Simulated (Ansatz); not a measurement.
## CH4OS2, SMILES OCSS: a rigid scan of one bond length, step by step

Computed with Ansatz 0.2.0 through its Python package.

Notebook, run cell by cell (the value of a cell's last expression is shown):

**Cell 1**
```python
import warnings

import ansatz as az
from ase import Atoms
import numpy as np
```

**Cell 2**
```python
warnings.simplefilter('ignore', az.DeckWarning)
```

**Cell 3**
```python
atoms = Atoms(['O', 'C', 'S', 'S', 'H', 'H', 'H', 'H'], positions=[
    [-0.9485, 0.6535, -0.318],
    [0.372, 0.7183, 0.0316],
    [0.7628, -0.6197, 1.1601],
    [0.3937, -2.2796, 0.068],
    [-1.1312, 1.4334, -0.9591],
    [0.5869, 1.6906, 0.5234],
    [1.0184, 0.654, -0.8655],
    [-0.962, -2.3077, 0.3036],
])
mol = az.Crystal.molecule_from_ase(atoms)
```

**Cell 4**
```python
symbols = [site.symbol for site in mol.cartesian_sites]
start = np.array([site.position_ang for site in mol.cartesian_sites])
axis = (start[6] - start[1]) / np.linalg.norm(start[6] - start[1])
moving = [6]
lengths, energies = [0.975, 1.019, 1.063, 1.108, 1.152, 1.196, 1.241, 1.307], []
for length in lengths:
    xyz = start.copy()
    xyz[moving] += (length - np.linalg.norm(start[6] - start[1])) * axis
    point = az.Crystal.molecule()
    for symbol, place in zip(symbols, xyz):
        point = point.atom(symbol, place.tolist())
    calculation = point.calculation()
    calculation = calculation.basis(gaussian='def2-SVP')
    calculation = calculation.functional('b3lyp')
    data = calculation.run(threads=1, pin='off').report
    energies.append(data['free_energy_ev'])
    print(f'r = {length:6.3f} A  E = {energies[-1]:.5f} eV  <S^2> = {abs(data["mean_field"]["state"]["spin_squared"]):.3f}')
```
Output:
```text
r =  0.975 A  E = -24810.66244 eV  <S^2> = 0.000
r =  1.019 A  E = -24810.87855 eV  <S^2> = 0.000
r =  1.063 A  E = -24810.99421 eV  <S^2> = 0.000
r =  1.108 A  E = -24811.03200 eV  <S^2> = 0.000
r =  1.152 A  E = -24811.00844 eV  <S^2> = 0.000
r =  1.196 A  E = -24810.93932 eV  <S^2> = 0.000
r =  1.241 A  E = -24810.83322 eV  <S^2> = 0.000
r =  1.307 A  E = -24810.63205 eV  <S^2> = 0.000
```

**Cell 5**
```python
# quartic fit about the minimum
fit = np.polynomial.Polynomial.fit(lengths, np.array(energies) - min(energies), 4).convert()
roots = [r.real for r in fit.deriv().roots() if abs(r.imag) < 1e-9 and fit.deriv(2)(r.real) > 0]
r_e = min(roots, key=lambda r: abs(r - lengths[int(np.argmin(energies))]))
print(f'minimum of the fit at {r_e:.4f} A, force constant {fit.deriv(2)(r_e):.2f} eV/A^2')
```
Output:
```text
minimum of the fit at 1.1105 A, force constant 30.38 eV/A^2
```

What to keep in mind:
- Total energies depend on the basis set; only differences at equal settings carry meaning.
- The rest of the molecule is held rigid at a force-field or estimated start geometry, and the basis set is modest; single-reference methods fail as a bond breaks.
- b3lyp holds the VWN-RPA fit, as in Gaussian; the form of ORCA and Turbomole is b3lyp5.
- The orbitals are restricted, so S² is zero by construction.
- It ran for 20 s on 1 thread of Arm Neoverse V1, on a shared host, peak memory 0.23 GiB.
